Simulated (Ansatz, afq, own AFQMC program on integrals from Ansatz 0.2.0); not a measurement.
Two steps: Ansatz 0.2.0 writes the Fock matrix and Cholesky factors of the valence space, and afq projects on them the lowest state that overlaps trial and start.

```yaml
crystal:
  periodic: [false, false, false]
  atoms:
    - {symbol: Si, position_ang: [0.000000, 0.000000, 0.000000]}
    - {symbol: H, position_ang: [-0.011525, 1.085107, 1.077576]}
    - {symbol: H, position_ang: [-0.016497, -1.077632, 1.084987]}
    - {symbol: H, position_ang: [0.016497, 1.077632, -1.084987]}
    - {symbol: H, position_ang: [0.011525, -1.085107, -1.077576]}
basis:
  gaussian: {orbitals: 6-31G}
magnetization: {spin_polarized: true, initial_magnetization: 2}
correlation: {method: ccsd_t, electrons: outside_noble_gas, hamiltonian_folder: ham}
```

```sh
$ ansatz run in.yaml --threads 1 --pin off --events-out ev --progress --plain --max-ram 24576MiB --backend cuda --devices 0, --max-vram 18GiB
```

afq runs on the folder ham with

```
--method phaseless --trial cisd --walkers 4000 --populations 20 --least-time 60 --time-step 0.005 --steps-per-block 50 --equilibration-blocks 28 --max-blocks 4000 --target-error 0.00017 --factor-cut 1e-05 --start spin_pure --seed 4568 --release-times 0.24,0.51,0.99,1.62,2.4 --release-step 0.03 --release-every 3 --taylor-order 6
```

Times are imaginary, in 1/Eh. The walk had a cap of 122 s. With eight or more populations the least sampling time is a fifth of least-time, and the error comes from their spread.

afq prints:

```
orbitals 16  electrons 5 3  factors 107 of 268
reference energy -290.99709930 Eh
CCSD correlation -0.08722808 Eh in 10 cycles, weight of the determinant in the CISD state 0.9215
energy of the start -291.084027 Eh
 block  time / (1/Eh)  mean weight  energy / Eh
     1     0.250  1.0000  -291.083591
     2     0.500  0.9999  -291.083707
     3     0.750  1.0000  -291.083987
     4     1.000  0.9999  -291.084279
     5     1.250  0.9999  -291.084520
     8     2.000  1.0001  -291.085269
    11     2.750  0.9999  -291.085716
    14     3.500  1.0000  -291.085885
    17     4.250  1.0002  -291.085752
    20     5.000  0.9998  -291.085830
    23     5.750  0.9999  -291.085753
    26     6.500  0.9999  -291.085793
    29     7.250  1.0000  -291.085858
    32     8.000  1.0000  -291.085723
    35     8.750  0.9999  -291.085728
    38     9.500  1.0001  -291.085896
    41    10.250  1.0000  -291.085961
    43    10.750  0.9999  -291.086203
    44    11.000  0.9999  -291.085926
    47    11.750  1.0000  -291.085888
    50    12.500  1.0000  -291.085914
    53    13.250  1.0001  -291.086138
    56    14.000  1.0000  -291.085933
    59    14.750  0.9999  -291.085849
    62    15.500  1.0000  -291.086017
    65    16.250  1.0001  -291.085842
    68    17.000  1.0001  -291.085832
    71    17.750  1.0000  -291.085919
    72    18.000  1.0000  -291.081111
    74    18.500  0.9999  -291.085775
    77    19.250  1.0001  -291.085816
    78    19.500  1.0001  -291.085914
error from the spread of 20 populations
released: time / (1/Eh)  energy / Eh  error  mean overlap
  0.24  -291.085980  0.000031  1.0009
  0.51  -291.086014  0.000030  0.9991
  0.99  -291.086098  0.000034  1.0003
  1.62  -291.086136  0.000020  1.0004
  2.40  -291.086135  0.000017  1.0019
energy -291.085812 +/- 0.000095 Eh
(rows thinned)
```

The run passed its tests (sampling time, drift between the halves within three errors, error under three times the target), which doesn't prove that it has relaxed.

Against this walk (error 2.6 meV) on the same determinant: CCSD(T) 5.4 meV higher, CCSDT(Q) 10.4 meV lower, CCSDTQ 9.9 meV lower, full CI 9.9 meV lower. The error is statistical and leaves out the bias of the constraint. Released to 2.40 1/Eh the energy lies 9 ± 3 meV (both errors) below the phaseless value, which shows part or all of the bias of the constraint, and full CI lies 1.1 meV below the released value. Full CI is exact here, so the walk's 10 meV above it is the walk's own error: the bias of the constraint with this trial.

Cautions: constraint bias not in the error; lower spins were not checked.

The walk took 38 s on 1 × NVIDIA H100 80GB HBM3 with 2 threads of AMD EPYC 7R13 Processor (Zen 3) (shared host) (the card was shared). The log's last line is the phaseless energy.

CCSDT and higher add their correlation energy to the determinant of the CCSD(T) run, since their own runs factorise the integrals more tightly (a shift of under 2 meV). A walk keeps the symmetry of its determinant, which the program's search chose and which needn't be the lowest solution, so a lower state of the same spin and another symmetry isn't excluded.
